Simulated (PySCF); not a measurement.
# How exact exchange moves a shielding

Molecule: SMILES C=CC(=O)CC, C$_{5}$H$_{8}$O.

Geometry:
| atom | x (Å) | y (Å) | z (Å) |
| --- | --- | --- | --- |
| C1 | -2.364 | 0.033 | 0.692 |
| C2 | -1.518 | -0.956 | 0.390 |
| C3 | -0.041 | -0.829 | 0.270 |
| O4 | 0.624 | -1.814 | 0.030 |
| C5 | 0.598 | 0.533 | 0.447 |
| C6 | 2.107 | 0.499 | 0.311 |
| H7 | -3.440 | -0.144 | 0.768 |
| H8 | -2.022 | 1.055 | 0.877 |
| H9 | -1.881 | -1.973 | 0.211 |
| H10 | 0.295 | 0.929 | 1.432 |
| H11 | 0.146 | 1.217 | -0.292 |
| H12 | 2.404 | 0.106 | -0.672 |
| H13 | 2.536 | 1.504 | 0.429 |
| H14 | 2.556 | -0.161 | 1.067 |

GIAO shieldings (ppm, equivalent atoms averaged) in PySCF on the PBE0-D3(BJ)/def2-SVP geometry, basis pcSseg-1, gas phase, non-relativistic:

```tsv
functional	exact exchange (%)	σ(C5)
BLYP	0	142.3
BP86	0	147.1
PBE	0	147.5
PBE0	25	152.9
mPW1PW91	25	152.0
BHandHLYP	50	153.3
HF	100	162.7
```

Task: Fit each shielding as a line in the percentage of exact exchange.

Result: σ(C5) = 146.4 + 0.17 x (rms 2.0 ppm). The functionals also differ in their semilocal parts, which the line can't hold; Hartree–Fock has no correlation at all.

Task: What does the line predict for B3LYP (20 %), and what does the run give?

Result: σ(C5): 149.8 predicted, 147.1 computed ppm.
